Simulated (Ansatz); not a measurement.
in.yaml

```yaml
crystal:
  periodic: [false, false, false]
  atoms:
    - {symbol: Si, position_ang: [0.000000, 0.000000, 1.696441]}
    - {symbol: As, position_ang: [0.000000, 0.000000, -0.702186]}
    - {symbol: H, position_ang: [0.000000, 1.264239, 2.462181]}
    - {symbol: H, position_ang: [0.000000, -1.264239, 2.462181]}
basis:
  gaussian: {orbitals: cc-pVTZ}
total_charge: 1
magnetization: {spin_polarized: true, initial_magnetization: 2}
hamiltonian: {xc: hf}
output: {orbitals: {seedname: orbitals}}
```

```sh
$ ansatz run in.yaml --threads 1 --pin off --events-out ev --progress --plain --max-ram 4096MiB --backend cpu
```

Question: Roughly how long does this take on 1 thread of AMD EPYC 7R13, shared host, and how much host memory?

Answer: 3.1 s wall and 0.24 GiB.

```
955 factors; their error is unknown
mean field evaluation 1: about -68680.1183 eV, gradient 8.0e0 eV
mean field evaluation 2: about -68680.8586 eV, gradient 3.0e0 eV
mean field evaluation 4: about -68681.0202 eV, gradient 5.2e-1 eV
mean field evaluation 8: about -68681.0340 eV, gradient 1.2e-1 eV
mean field evaluation 16: about -68682.0369 eV, gradient 7.9e0 eV
mean field -68682.95248054 eV, -2524.0519486827 hartree, gradient 1.3e-5 eV, S^2 2.016464; 1 other end points of the search recorded, 0 dependent functions left out
reference -68682.95248054 eV, -2524.0519486827 hartree; 25, 23 occupied and 80, 82 virtual orbitals, 955 factors
Total energy: -68682.95248054 eV, -2524.0519486827 hartree
```
